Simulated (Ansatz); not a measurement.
Two shapes of singlet C3H3(+).

Shape 1:

```xyz
6

C     0.7875    0.0000    0.0000
C    -0.3937    0.6820    0.0000
C    -0.3937   -0.6820    0.0000
H     1.8815    0.0000    0.0000
H    -0.9407    1.6294    0.0000
H    -0.9407   -1.6294    0.0000
```

Shape 2:

```xyz
6

C     0.7904    0.0359   -0.0347
C    -0.3987    0.6637    0.0463
C    -0.3867   -0.6396    0.0256
H     1.9121   -0.0116   -0.0378
H    -0.9124    1.6294    0.0412
H    -0.9090   -1.6680   -0.0007
```

Basis set: 6-31G* (spherical functions). Left uncorrelated: 3 orbitals. Charge 1, multiplicity 1.

Computed with Ansatz (development build ahead of 0.2.0); each method stands on the lowest determinant of its kind that the runs found.

Which shape is lower in energy, and by how much in each method?

```csv
method,E(2) − E(1) (eV)
RHF,0.229
RHF-MP2,0.267
```

Shape 1 is lower.
